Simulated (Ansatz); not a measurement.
Saddle point of CH4AlF, closed shell (CH₄AlF ([CH3][AlH][F]) → CH₃Al ([CH3][Al]) + HF; bonds formed: F2–H3; bonds broken: Al1–F2, Al1–H3), PBE0-D4/def2-TZVP structure:

```
atom    x (Å)    y (Å)    z (Å)
 Al1   0.2777  -0.6274  -0.8301
  F2  -1.1933  -1.7656  -0.2812
  H3  -0.5664  -2.1027  -1.2239
  C4   0.3696   0.8999   0.3913
  H5   0.5239   0.5459   1.4172
  H6   1.1696   1.6047   0.1515
  H7  -0.5812   1.4453   0.3753
```

Energies are electronic, without zero-point energy. Barriers and step energies count from the start structure reached by relaxing down the imaginary mode; all methods use the PBE0-D4 structures, on which another method's saddle can fall below an end. Program: Ansatz 0.2.0. Basis: def2-TZVPP, with def2-QZVPP for the basis limit. Cores are frozen in the correlated methods. B3LYP uses VWN-RPA correlation. Extrapolation: Hartree–Fock as exp(−7.88 √X), correlation as X^−2.97.

```json
{"method": "SPW92", "barrier (kcal/mol)": "65.92", "step energy (kcal/mol)": "64.55"}
{"method": "PBE-D4", "barrier (kcal/mol)": "69.69", "step energy (kcal/mol)": "63.24"}
{"method": "BLYP-D4", "barrier (kcal/mol)": "72.88", "step energy (kcal/mol)": "64.44"}
{"method": "r2SCAN-D4", "barrier (kcal/mol)": "77.82", "step energy (kcal/mol)": "71.81"}
{"method": "B97M-V", "barrier (kcal/mol)": "81.59", "step energy (kcal/mol)": "71.00"}
{"method": "PBE0-D4", "barrier (kcal/mol)": "?", "step energy (kcal/mol)": "66.16"}
{"method": "B3LYP-D4", "barrier (kcal/mol)": "78.78", "step energy (kcal/mol)": "67.11"}
{"method": "r2SCAN0-D4", "barrier (kcal/mol)": "82.40", "step energy (kcal/mol)": "71.87"}
{"method": "BHLYP-D4", "barrier (kcal/mol)": "87.16", "step energy (kcal/mol)": "70.31"}
{"method": "CAM-B3LYP-D4", "barrier (kcal/mol)": "81.77", "step energy (kcal/mol)": "70.08"}
{"method": "wB97X-V", "barrier (kcal/mol)": "83.07", "step energy (kcal/mol)": "71.01"}
{"method": "wB97M-V", "barrier (kcal/mol)": "?", "step energy (kcal/mol)": "67.34"}
{"method": "B2PLYP", "barrier (kcal/mol)": "?", "step energy (kcal/mol)": "69.48"}
{"method": "PBE-QIDH", "barrier (kcal/mol)": "83.57", "step energy (kcal/mol)": "70.24"}
{"method": "RPA on PBE", "barrier (kcal/mol)": "78.83", "step energy (kcal/mol)": "65.46"}
{"method": "HF", "barrier (kcal/mol)": "99.47", "step energy (kcal/mol)": "72.40"}
{"method": "MP2", "barrier (kcal/mol)": "83.90", "step energy (kcal/mol)": "71.24"}
{"method": "CCSD", "barrier (kcal/mol)": "85.45", "step energy (kcal/mol)": "68.15"}
{"method": "CCSD(T)", "barrier (kcal/mol)": "82.08", "step energy (kcal/mol)": "67.70"}
```

**Question.** Fill in the withheld barriers. (To be estimated.)

**Answer.** The calculation gives: PBE0-D4 77.28; wB97M-V 80.00; B2PLYP 81.25 kcal/mol. Each is the energy of the saddle less that of the start structure, by the same method.

For comparison, the barrier by CCSD(T) at an estimated basis limit (MP2 extrapolated from triple and quadruple zeta, plus CCSD(T) − MP2 in triple zeta) is 82.49 kcal/mol.

No T1 diagnostic of these runs exceeds 0.015. The restricted Hartree–Fock reference is unstable towards an unrestricted one at one or more of these structures.

Labels in which every atom is bracketed show which atoms are joined, not bond orders.

For scale, one of the runs: CCSD(T)/def2-TZVPP, 160 basis functions (an equivalent command: `ansatz run in.yaml --threads 2`). The run took 22 s on 2 CPU threads (shared host), with 1.1 GiB of host memory at its peak.
